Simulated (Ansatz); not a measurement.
# PH4+ (singlet): wave-function methods side by side at distance P1–H3 = 1.513 Å, 6-31G

Aim: climb from Hartree-Fock through coupled cluster and multireference methods for PH4+ (singlet) at one geometry and basis, and see what each rung misses.

Method: 6-31G, core rule «outside noble gas», up to 5 orbitals frozen; program: Ansatz 0.2.0, Gaussian basis.

To be run: UHF; CCSD(T) on RHF; BCCD(T) on RHF; CISD; CCSDT(Q) on RHF; CISDTQ; CCSDTQ on RHF; CASSCF and MRCISD+Q, 2 electrons in 2 orbitals; CASSCF and NEVPT2, 2 electrons in 2 orbitals; CASSCF and MRCISD+Q, 8 electrons in 8 orbitals; CASSCF and MRCISD+Q(relaxed), 8 electrons in 8 orbitals; CASSCF and NEVPT2, 8 electrons in 8 orbitals; Full CI.

12 further runs of the same task are left out: 10 that didn't finish, 2 set aside as unsound or not needed.

## 1. The system

The geometry derives from a PBE0/def2-TZVP stationary point (not a proven minimum). One bond is set to the value named and the two fragments are kept rigid.

5 atoms, charge 1, spin multiplicity 1.

Atoms are counted from 1 here; the program's logs count them from 0.

Bond lengths: P1–H2 1.401 Å, P1–H3 1.513 Å, P1–H4 1.401 Å, P1–H5 1.401 Å. Angles: H2–P1–H3 109.5°, H2–P1–H4 109.5°, H2–P1–H5 109.5°, H3–P1–H4 109.5°, H3–P1–H5 109.5°, H4–P1–H5 109.5°.

## 2. UHF

The input, in.yaml:

```yaml
crystal:
  periodic: [false, false, false]
  atoms:
    - {symbol: P, position_ang: [0.001873, 0.001862, -0.001868]}
    - {symbol: H, position_ang: [0.809047, 0.812145, 0.806632]}
    - {symbol: H, position_ang: [-0.874171, -0.868993, 0.871817]}
    - {symbol: H, position_ang: [-0.804449, 0.808881, -0.814473]}
    - {symbol: H, position_ang: [0.812002, -0.809262, -0.806561]}
basis:
  gaussian: {orbitals: 6-31G}
total_charge: 1
magnetization: {spin_polarized: true, initial_magnetization: 0}
hamiltonian: {xc: hf}
output: {orbitals: {seedname: orbitals}}
```

Run with:

```sh
$ ansatz run in.yaml --threads 1 --pin off --events-out ev --progress --plain --max-ram 2393MiB
```

After this run come: CCSD(T) on RHF; BCCD(T) on RHF; CISD; CCSDT(Q) on RHF; CISDTQ; CCSDTQ on RHF; CASSCF and MRCISD+Q, 2 electrons in 2 orbitals; CASSCF and NEVPT2, 2 electrons in 2 orbitals; CASSCF and MRCISD+Q, 8 electrons in 8 orbitals; CASSCF and MRCISD+Q(relaxed), 8 electrons in 8 orbitals; CASSCF and NEVPT2, 8 electrons in 8 orbitals; Full CI.

Q: Predict the results of all the runs planned. Wanted: FCI below the RHF energy; RMP2 from FCI; RCCSD from FCI; RCCSD(T) from FCI; RCCSDT(Q) from FCI; NEVPT2 pair from FCI; MRCISD+Q pair from FCI; NEVPT2 valence from FCI; T1 diagnostic.

The runs gave:

| quantity | value |
| --- | --- |
| FCI below the RHF energy | -2.5795 eV |
| RMP2 from FCI | +704.3 meV |
| RCCSD from FCI | +30.2 meV |
| RCCSD(T) from FCI | +7.7 meV |
| RCCSDT(Q) from FCI | +0.1 meV |
| NEVPT2 pair from FCI | +567.5 meV |
| MRCISD+Q pair from FCI | -11.6 meV |
| NEVPT2 valence from FCI | +128.0 meV |
| levels within 1 kcal/mol (43 meV) | RCCSD, RCCSD(T), BCCD(T), RCCSDT, CISDTQ, RCCSDT(Q), RCCSDTQ, MRCISD+Q pair, MRCISD valence, MRCISD+Q valence, MRCISD+Q(relaxed) valence |
| T1 diagnostic | 0.004 |
| effectively unpaired electrons | 0.03 |

RCCSD(T) misses by +7.7 meV, 0.3 % of the correlation energy. MRCISD+Q pair falls below full CI: the +Q correction isn't variational, and the cores differ from full CI's. One determinant dominates. Of the multireference levels listed MRCISD+Q(relaxed) valence comes nearest in total energy (+1.3 meV), which doesn't show that its space is the better one. These misses are within one basis, not against nature.
